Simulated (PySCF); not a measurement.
## Static response to an electric field

Compound: CH₆NP.
Geometry (PBE0-D3(BJ)/def2-SVP, Å), atoms numbered from 1 in this order:
```
atom  x, y, z in Å
C1    -1.5527   -0.4913    0.0425
N2    -0.4115    0.0893   -0.6057
P3     1.0419    0.0684   -0.0495
H4    -1.4904   -1.5926    0.1662
H5    -2.4528   -0.3008   -0.5657
H6    -1.7648   -0.0729    1.0488
H7     1.7623   -1.1655    0.1633
H8     1.9120    0.7422   -0.9343
H9     1.3845    0.6883    1.2094
```

Level: CAM-B3LYP/def2-SVPD (PySCF), static field, nuclei fixed, core orbitals frozen in the response. The polarisability tensor in these axes (au):

```
x   61.93  2.12  2.76
y    2.12 43.56  0.05
z    2.76  0.05 44.11
```

**Question.** Give the principal values, the mean and the anisotropy Δα = √{½[(α1 − α2)² + (α2 − α3)² + (α1 − α3)²]}.

**Answer.** Principal values 43.19, 43.83 and 62.58 au; mean 49.87 au = 7.39 Å³ = 8.22 × 10⁻⁴⁰ C²·m²/J; Δα = 19.08 au (38 % of the mean).

**Question.** What is the dipole moment, and where does it point?

**Answer.** (2.18, -0.37, 1.46) D, 2.64 D in size, pointing from the negative to the positive side. Measured along this direction, the outermost atoms are H5 at the negative end and H9 and H7 at the positive end.

**Question.** How large is μ²/3kT at 298 K beside α?

**Answer.** In Gaussian units μ²/3kT = 56.67 Å³ against 7.39 Å³, a ratio of 7.67; the Debye molar polarisation (4π/3)N_A(α + μ²/3kT) is 161.6 cm³/mol, leaving out the vibrational part.

**Question.** Give the principal axes and the span of the nuclei along them.

**Answer.** Largest value along (0.98, 0.11, 0.15), where the nuclei span 4.35 Å; middle along (-0.08, -0.46, 0.88), 2.42 Å; least along (-0.17, 0.88, 0.45), 2.16 Å. The response follows the extents in order.

**Question.** Molar refractivity from α?

**Answer.** Lorentz–Lorenz: R = (4π/3)N_A α = 2.5225 cm³/(mol·Å³) × 7.39 Å³ = 18.6 cm³/mol, in the limit of long wavelengths.

**Question.** Find the Langevin capture rate constant for O2+ (31.990 u) meeting this molecule (63.024 u), k = 2.342 × 10⁻⁹ cm³/s × √(α in Å³ / reduced mass in u).

**Answer.** The reduced mass is 21.22 u, so k = 1.38 × 10⁻⁹ cm³/s. The formula leaves out the permanent dipole, which adds to the capture rate.

**Question.** Form Σ f/ω² (atomic units) for the 10 lowest TDDFT singlets, given as eV and f, and set it beside the mean polarisability, which is this sum over all singlets: 5.08, 0.0036; 5.60, 0.0260; 5.95, 0.0104; 6.13, 0.0003; 6.38, 0.0182; 6.93, 0.0743; 6.98, 0.0092; 7.22, 0.0065; 7.33, 0.0991; 7.66, 0.0103.

**Answer.** They add up to 4.15 au, 8.3 % of the 49.87 au; the largest single term is 1.37 au, from the state at 7.33 eV. Terms in order: 0.10, 0.61, 0.22, 0.01, 0.33, 1.15, 0.14, 0.09, 1.37, 0.13 au. Higher excitations give the rest. The strengths listed sum to 0.258.

Geometry: PBE0-D3(BJ)/def2-SVP; no solvent, vibrations or thermal averaging.
